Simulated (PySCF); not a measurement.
# Basis and Hamiltonian dependence of the ionisation energy of Ne

Ne [Ne] (1S) → Ne⁺ [He] 2s2 2p5 (2P). Calculated with PySCF 2.14 from differences of total energies of unrestricted determinants, without spin-orbit coupling. Values in eV.

```json
{"basis": "def2-SVP", "Hamiltonian": "non-relativistic", "functions": "14", "UHF": "19.813", "r2SCAN": "n/a", "PBE0": "21.293", "MP2 (valence)": "21.269", "CCSD(T) (valence)": "21.081", "CCSD(T) (valence and next inner shell)": "n/a"}
{"basis": "x2c-SVPall", "Hamiltonian": "spin-free X2C", "functions": "14", "UHF": "19.790", "r2SCAN": "n/a", "PBE0": "n/a", "MP2 (valence)": "21.249", "CCSD(T) (valence)": "21.060", "CCSD(T) (valence and next inner shell)": "n/a"}
{"basis": "aug-cc-pVDZ-DK", "Hamiltonian": "spin-free X2C", "functions": "23", "UHF": "19.829", "r2SCAN": "21.611", "PBE0": "21.550", "MP2 (valence)": "21.593", "CCSD(T) (valence)": "21.403", "CCSD(T) (valence and next inner shell)": "n/a"}
{"basis": "x2c-TZVPPall", "Hamiltonian": "spin-free X2C", "functions": "31", "UHF": "19.653", "r2SCAN": "21.449", "PBE0": "21.410", "MP2 (valence)": "21.517", "CCSD(T) (valence)": "21.304", "CCSD(T) (valence and next inner shell)": "21.311"}
{"basis": "def2-TZVPPD", "Hamiltonian": "non-relativistic", "functions": "40", "UHF": "19.677", "r2SCAN": "21.490", "PBE0": "21.455", "MP2 (valence)": "21.583", "CCSD(T) (valence)": "21.375", "CCSD(T) (valence and next inner shell)": "21.382"}
{"basis": "x2c-TZVPPall with one added diffuse shell each of s, p, d type", "Hamiltonian": "spin-free X2C", "functions": "40", "UHF": "19.654", "r2SCAN": "21.469", "PBE0": "21.435", "MP2 (valence)": "21.571", "CCSD(T) (valence)": "21.363", "CCSD(T) (valence and next inner shell)": "21.371"}
{"basis": "aug-cc-pVTZ", "Hamiltonian": "non-relativistic", "functions": "46", "UHF": "19.693", "r2SCAN": "21.511", "PBE0": "21.473", "MP2 (valence)": "21.664", "CCSD(T) (valence)": "21.460", "CCSD(T) (valence and next inner shell)": "n/a"}
{"basis": "x2c-QZVPPall", "Hamiltonian": "spin-free X2C", "functions": "57", "UHF": "19.641", "r2SCAN": "21.458", "PBE0": "21.422", "MP2 (valence)": "21.663", "CCSD(T) (valence)": "21.458", "CCSD(T) (valence and next inner shell)": "21.469"}
{"basis": "dyall-av3z", "Hamiltonian": "spin-free X2C", "functions": "71", "UHF": "19.642", "r2SCAN": "21.472", "PBE0": "21.433", "MP2 (valence)": "21.625", "CCSD(T) (valence)": "21.421", "CCSD(T) (valence and next inner shell)": "n/a"}
{"basis": "dyall-acv3z", "Hamiltonian": "non-relativistic", "functions": "76", "UHF": "19.661", "r2SCAN": "21.489", "PBE0": "21.450", "MP2 (valence)": "21.642", "CCSD(T) (valence)": "21.439", "CCSD(T) (valence and next inner shell)": "21.452"}
{"basis": "aug-cc-pVQZ", "Hamiltonian": "non-relativistic", "functions": "80", "UHF": "19.662", "r2SCAN": "21.484", "PBE0": "21.452", "MP2 (valence)": "21.735", "CCSD(T) (valence)": "21.532", "CCSD(T) (valence and next inner shell)": "n/a"}
{"basis": "aug-pcseg-3", "Hamiltonian": "non-relativistic", "functions": "85", "UHF": "19.673", "r2SCAN": "n/a", "PBE0": "n/a", "MP2 (valence)": "21.717", "CCSD(T) (valence)": "21.516", "CCSD(T) (valence and next inner shell)": "n/a"}
{"basis": "aug-cc-pwCVQZ", "Hamiltonian": "non-relativistic", "functions": "109", "UHF": "19.661", "r2SCAN": "21.486", "PBE0": "21.452", "MP2 (valence)": "21.740", "CCSD(T) (valence)": "n/a", "CCSD(T) (valence and next inner shell)": "n/a"}
{"basis": "aug-cc-pCVQZ-DK", "Hamiltonian": "spin-free X2C", "functions": "109", "UHF": "19.641", "r2SCAN": "21.469", "PBE0": "21.434", "MP2 (valence)": "21.721", "CCSD(T) (valence)": "n/a", "CCSD(T) (valence and next inner shell)": "n/a"}
```

Extrapolation of CCSD(T) (valence) from aug-cc-pVTZ and aug-cc-pVQZ: the correlation parts are 1.767 and 1.871 eV; with the X⁻³ form and unrounded values, (4³ × 1.871 − 3³ × 1.767)/(4³ − 3³) = 1.946 eV, and adding the Hartree-Fock value 19.662 eV of the larger basis gives 21.608 eV.

Frozen in the all-electron rows: valence: 1s2; valence and next inner shell: nothing.

Reference for a calculation without spin-orbit coupling: 21.597 eV (measured, between term centres; NIST).
